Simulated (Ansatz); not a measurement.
This geometry of CH$_{5}$NO (8 atoms, charge 0, multiplicity 1) is a first-order saddle point.

These are results of RKS BLYP-D4/def2-SVP (Ansatz), not measurements.

```xyz
8
Properties=species:S:1:pos:R:3
N -0.479 -0.240 -0.787
C 0.324 0.321 0.297
O 0.394 -0.580 1.401
H 0.052 -0.369 -1.654
H -1.308 0.323 -1.004
H -0.111 1.289 0.645
H 1.360 0.541 -0.058
H -0.140 -1.343 1.103
```

Task: Which two structures does it join? (They come from a converged band through this point; their orientation in space is the band's.)

Result: No bond is made or broken. The dihedral H7–C2–O3–H8 goes from -170 to -74°. The two ends are copies of one structure, up to a mirror image or an exchange of like atoms.

Image 0:

```xyz
8
Properties=species:S:1:pos:R:3
N -0.578 -0.175 -0.786
C 0.298 0.308 0.277
O 0.653 -0.752 1.148
H -0.043 -0.677 -1.508
H -1.073 0.598 -1.248
H -0.253 1.131 0.801
H 1.273 0.734 -0.065
H -0.186 -1.225 1.325
```

Image 6:

```xyz
8
Properties=species:S:1:pos:R:3
N -0.395 -0.268 -0.873
C 0.308 0.303 0.272
O 0.018 -0.431 1.449
H 0.010 0.053 -1.762
H -1.388 0.002 -0.870
H 0.035 1.358 0.521
H 1.399 0.298 0.018
H 0.105 -1.372 1.187
```

Task: How far does it lie above each of them?

Result: 1.9 kcal/mol above the first and 1.9 kcal/mol above the second. This is the barrier of this one path; another mechanism may lie lower.

Run time: 79 s on 1 thread of Arm Neoverse V1, on a shared host, peak memory 0.23 GiB.
